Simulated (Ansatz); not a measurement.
Geometry optimisation, RKS PBE0/def2-SVP in Ansatz.

The input (input.yaml):

```yaml
crystal:
  periodic: [false, false, false]
  atoms:
    - { symbol: B, position_ang: [0.0, 0.0, 0.0] }
    - { symbol: Cl, position_ang: [0.0, 0.0, 1.86] }
    - { symbol: H, position_ang: [1.0305, 0.0, -0.595] }
    - { symbol: H, position_ang: [-1.0305, 0.0, -0.595] }
basis:
  gaussian: { orbitals: def2-SVP }
hamiltonian:
  xc: pbe0
relax:
  f_tol: 0.02
  max_steps: 40
```

Launched with:

```bash
$ ansatz run input.yaml --threads 1 --pin off --max-ram 2048MiB --backend cpu --events-out ev --progress --plain --runs-dir out
```

**Question.** Where does it end, and by what steps?

**Answer.** The forces met the threshold. After 5 steps the energy has fallen by 0.177 eV; Cl2 moved furthest, 0.10 Å.

| step | energy less start (eV) | largest force component (eV/Å) | accepted |
| --- | --- | --- | --- |
| 0 | 0.0000 | 2.373 | yes |
| 1 | -0.1435 | 1.210 | yes |
| 2 | -0.1754 | 0.101 | yes |
| 3 | -0.1765 | 0.041 | yes |
| 4 | -0.1765 | 0.027 | yes |
| 5 | -0.1766 | 0.001 | yes |

```xyz
4
Properties=species:S:1:pos:R:3
B 0.000 0.000 0.017
Cl 0.000 0.000 1.755
H 1.060 0.000 -0.551
H -1.060 0.000 -0.551
```

Run time: 4.8 s on 1 thread of Arm Neoverse V1 (shared host), peak memory 0.096 GiB.
